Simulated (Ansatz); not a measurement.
C$_{3}$H$_{5}$NO (`CC1=C(O)N1`). Charge 0, multiplicity 1.

Z-matrix (Å, degrees):
```
C
C 1 1.456
H 1 1.094 2 112.0
H 1 1.095 2 110.3 3 -120.0
H 1 1.092 2 110.0 3 120.4
C 2 1.272 1 162.6 3 -145.5
N 2 1.586 1 134.9 3 74.7
O 6 1.321 2 152.9 1 25.5
H 7 1.026 2 107.7 1 -93.1
H 8 0.965 6 107.8 2 -170.9
```

**Question.** List the harmonic frequencies (cm⁻¹, unscaled) at PBE0-D4/def2-TZVP in Ansatz. (An estimate is asked.)

**Answer.** Computed: 128, 177, 240, 304, 417, 474, 563, 775, 987, 1048, 1072, 1148, 1281, 1303, 1382, 1403, 1456, 1480, 2110, 3031, 3086, 3128, 3310, 3823.

**Question.** Is this a minimum?

**Answer.** Yes, all 24 modes are real.

**Question.** Give the ideal-gas thermochemistry at 298.15 K and 1 bar (rigid rotor, harmonic oscillator; point group C1, symmetry number 1).

**Answer.** Zero-point energy 204.1 kJ/mol; H(298) − E = 222.3 kJ/mol; entropy 315.3 J/(mol·K), of which translation 162.0, rotation 105.9, vibration 47.4; G(298) − E = 128.3 kJ/mol.
